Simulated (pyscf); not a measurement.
Single points on ωB97X-D3(BJ)/def2-SVP structures (PySCF, gas phase).

Estimate the classical barrier height and the reaction energy of `[NH]=[SiH2]` + `[FH]` → `[NH]=[SiH][F]` + `[H][H]` at ωB97M-D3(BJ)/def2-TZVP. The step runs on the singlet surface, breaks H–Si, F–H and forms F–Si, H–H; take the separated reactants as zero.

ΔE‡ = 12.1 kcal/mol, ΔE = -31.7 kcal/mol. Zero-point energy shifts the barrier by +0.5 kcal/mol. It is a four-centre exchange, with an imaginary mode of 1158i cm⁻¹. On the reactant side the descent ends in a bound adduct (not fully relaxed), 9.4 kcal/mol under the separated species and 21.7 kcal/mol under the saddle at ωB97X-D3(BJ)/def2-TZVP. HN=SiH₂ lies 18.2 kcal/mol over its isomer H₂N–SiH: [singlet] (electronic energy, ωB97M-D3(BJ)/def2-TZVP). HN=SiH–F lies 25.8 kcal/mol over its isomer H₂N–Si:–F [singlet] (electronic energy, ωB97M-D3(BJ)/def2-TZVP). One saddle was located; it need not be the lowest between these sides.
